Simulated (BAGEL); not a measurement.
# Si2H6 (disilane) at B3LYP/aug-cc-pVDZ (density fitting with qzvpp-jkfit)

What is the energy change on altering one bond length of Si2H6 (disilane) at B3LYP/aug-cc-pVDZ (density fitting with qzvpp-jkfit)? 

The results are computed with BAGEL 1.2.2.

1 further run of the same task is left out (set aside as unsound or not needed). Runs told in other sessions of the task aren't counted.

**1. The molecule**

Si2H6: 8 atoms, total charge 0, spin state singlet. As SMILES, `[SiH3][SiH3]`. The coordinates come from a PBE0-D4/def2-TZVP relaxation.

Bond lengths: Si1–Si2 2.338 Å, Si1–H3 1.488 Å, Si1–H4 1.488 Å, Si1–H5 1.488 Å, Si2–H6 1.488 Å, Si2–H7 1.488 Å, Si2–H8 1.488 Å. Some angles: Si1–Si2–H6 110.3°, Si1–Si2–H7 110.3°, Si1–Si2–H8 110.3°, Si2–Si1–H3 110.3°, Si2–Si1–H4 110.3°, Si2–Si1–H5 110.3°, H6–Si2–H7 108.7°, H6–Si2–H8 108.7°, H7–Si2–H8 108.7°, H3–Si1–H4 108.7°.

**2. The energy at B3LYP/aug-cc-pVDZ (density fitting with qzvpp-jkfit)**

Contents of dft.json:

```json
{ "bagel" : [

{
  "title" : "molecule",
  "basis" : "aug-cc-pvdz.json",
  "df_basis" : "qzvpp-jkfit",
  "angstrom" : true,
  "geometry" : [
    { "atom" : "Si", "xyz" : [   -0.340500,    0.490200,   -1.004900 ] },
    { "atom" : "Si", "xyz" : [    0.363500,   -0.504400,    0.991000 ] },
    { "atom" : "H", "xyz" : [    0.833900,    0.948200,   -1.794900 ] },
    { "atom" : "H", "xyz" : [   -1.112900,   -0.483900,   -1.821900 ] },
    { "atom" : "H", "xyz" : [   -1.208000,    1.664100,   -0.717900 ] },
    { "atom" : "H", "xyz" : [    1.139000,    0.468600,    1.806300 ] },
    { "atom" : "H", "xyz" : [    1.228100,   -1.680500,    0.704000 ] },
    { "atom" : "H", "xyz" : [   -0.811000,   -0.959200,    1.782600 ] }
  ]
},
{
  "title" : "ks",
  "xc_func" : "b3lyp"
},
{
  "title" : "print",
  "file" : "orbitals.molden",
  "orbitals" : true
}

]}
```

The basis set aug-cc-pVDZ is read from a file made from the Basis Set Exchange's data (not shown).

On the command line:

```sh
$ BAGEL_NUM_THREADS=1 BAGEL dft.json > dft.out
```

The log of the run:

```text
* using 1 threads per process

  ===============================================================
  ===============================================================

  *** Geometry ***

  { "atom" : "Si", "xyz" : [     -0.643452,      0.926344,     -1.898986 ] },
  { "atom" : "Si", "xyz" : [      0.686915,     -0.953178,      1.872719 ] },
  { "atom" : "H", "xyz" : [      1.575843,      1.791838,     -3.391869 ] },
  { "atom" : "H", "xyz" : [     -2.103076,     -0.914438,     -3.442892 ] },
  { "atom" : "H", "xyz" : [     -2.282789,      3.144693,     -1.356634 ] },
  { "atom" : "H", "xyz" : [      2.152398,      0.885526,      3.413412 ] },
  { "atom" : "H", "xyz" : [      2.320773,     -3.175685,      1.330367 ] },
  { "atom" : "H", "xyz" : [     -1.532568,     -1.812625,      3.368626 ] },

  Number of auxiliary basis functions:      364

  Since a DF basis is specified, we compute 2- and 3-index integrals:
    o Being stored without compression. Storage requirement is 0.034 GB

  Number of basis functions:      108
  Number of electrons      :       34

    * METHOD: MOLECULE                             0.51

  *** Kohn-Sham DFT ***

    * Removing 11797 points whose weight is below 1.00e-10
    * Grid points: 107451

  === Nuclear Repulsion ===
    90.7730811600

       - DIIS with orbital gradients will be used.

  === KS iteration (b3lyp / aug-cc-pvdz.json) ===
      0       -569.73860346          0.04726756           2.18
      1       -577.55389122          0.08273015           1.26
      2       -578.12508051          0.06711700           1.15
      3       -582.48707088          0.01709120           1.06
      4       -582.61224540          0.00198284           0.93
      5       -582.61423479          0.00068346           0.96
      6       -582.61451110          0.00005751           1.05
      7       -582.61451275          0.00001125           1.08
      8       -582.61451282          0.00000289           0.90
      9       -582.61451283          0.00000064           1.01
     10       -582.61451283          0.00000003           1.08
     11       -582.61451283          0.00000000           0.90
    * SCF iteration converged.

    * Permanent dipole moment:
           (    0.000041,    -0.000045,    -0.000049) a.u.

    * METHOD: KS                                  16.33

    * METHOD: PRINT                                0.07

  ===============================================================
```

Run time: 18 s. Hardware: 1 thread of AMD EPYC, shared host; peak memory 0.52 GiB.

**3. The distorted shape**

Contents of calc.json:

```json
{ "bagel" : [

{
  "title" : "molecule",
  "basis" : "aug-cc-pvdz.json",
  "df_basis" : "qzvpp-jkfit",
  "angstrom" : true,
  "geometry" : [
    { "atom" : "Si", "xyz" : [   -0.080242,    0.138019,   -1.091003 ] },
    { "atom" : "Si", "xyz" : [    0.623758,   -0.856581,    0.904897 ] },
    { "atom" : "H", "xyz" : [    1.094158,    0.596019,   -1.881003 ] },
    { "atom" : "H", "xyz" : [   -0.852642,   -0.836081,   -1.908003 ] },
    { "atom" : "H", "xyz" : [   -1.208000,    1.664100,   -0.717900 ] },
    { "atom" : "H", "xyz" : [    1.399258,    0.116419,    1.720197 ] },
    { "atom" : "H", "xyz" : [    1.488358,   -2.032681,    0.617897 ] },
    { "atom" : "H", "xyz" : [   -0.550742,   -1.311381,    1.696497 ] }
  ]
},
{ "title" : "ks", "xc_func" : "b3lyp" },
{ "title" : "print", "file" : "orbitals.molden", "orbitals" : true }

]}
```

The basis set aug-cc-pVDZ is read from a file made from the Basis Set Exchange's data (not shown).

On the command line:

```sh
$ BAGEL_NUM_THREADS=1 BAGEL calc.json > calc.out
```

The log of the run:

```text
* using 1 threads per process

  ===============================================================
  ===============================================================

  *** Geometry ***

  { "atom" : "Si", "xyz" : [     -0.151635,      0.260818,     -2.061697 ] },
  { "atom" : "Si", "xyz" : [      1.178732,     -1.618703,      1.710008 ] },
  { "atom" : "H", "xyz" : [      2.067659,      1.126313,     -3.554581 ] },
  { "atom" : "H", "xyz" : [     -1.611260,     -1.579964,     -3.605603 ] },
  { "atom" : "H", "xyz" : [     -2.282789,      3.144693,     -1.356634 ] },
  { "atom" : "H", "xyz" : [      2.644214,      0.220000,      3.250701 ] },
  { "atom" : "H", "xyz" : [      2.812589,     -3.841210,      1.167656 ] },
  { "atom" : "H", "xyz" : [     -1.040752,     -2.478151,      3.205915 ] },

  Number of auxiliary basis functions:      364

  Since a DF basis is specified, we compute 2- and 3-index integrals:
    o Being stored without compression. Storage requirement is 0.034 GB

  Number of basis functions:      108
  Number of electrons      :       34

    * METHOD: MOLECULE                             0.40

  *** Kohn-Sham DFT ***

    * Removing 11459 points whose weight is below 1.00e-10
    * Grid points: 107789

  === Nuclear Repulsion ===
    89.3137342268

       - DIIS with orbital gradients will be used.

  === KS iteration (b3lyp / aug-cc-pvdz.json) ===
      0       -569.75331569          0.04661538           1.12
      1       -573.33493294          0.09501237           0.99
      2       -572.34986636          0.07858647           0.94
      3       -575.07031145          0.08141245           1.06
      4       -582.47696804          0.01243526           0.92
      5       -582.54926889          0.00761506           0.97
      6       -582.57704891          0.00226759           1.05
      7       -582.58014818          0.00070693           0.91
      8       -582.58039265          0.00022956           1.02
      9       -582.58042240          0.00003888           0.96
     10       -582.58042312          0.00000562           1.08
     11       -582.58042315          0.00000108           0.93
     12       -582.58042315          0.00000047           0.93
     13       -582.58042315          0.00000007           0.90
     14       -582.58042315          0.00000003           0.87
     15       -582.58042315          0.00000001           1.00
     16       -582.58042315          0.00000000           0.97
    * SCF iteration converged.

    * Permanent dipole moment:
           (   -0.166999,     0.226927,     0.007204) a.u.

    * METHOD: KS                                  19.54

    * METHOD: PRINT                                0.07

  ===============================================================
```

It took 21 s on 1 thread of AMD EPYC, shared host; peak memory 0.52 GiB.

**4. What came out**

Level: B3LYP/aug-cc-pVDZ (density fitting with qzvpp-jkfit).

```
                                                          quantity          value
                                         first shape: total energy  -582.61451 Eh
                                        first shape: dipole moment         0.00 D
                                          first shape: HOMO energy       -8.20 eV
                                          first shape: LUMO energy       -0.33 eV
                                        first shape: HOMO–LUMO gap        7.87 eV
                                     distorted shape: total energy  -582.58042 Eh
                                    distorted shape: dipole moment         0.72 D
                                      distorted shape: HOMO energy       -8.12 eV
                                      distorted shape: LUMO energy       -1.13 eV
                                    distorted shape: HOMO–LUMO gap        6.99 eV
energy change with the Si1–H5 bond stretched from 1.488 to 1.934 Å       0.928 eV
```

With the Si1–H5 bond stretched from 1.488 to 1.934 Å the energy rises by 0.93 eV (21.4 kcal/mol). The first shape isn't relaxed at this level, so the change isn't measured from a minimum.
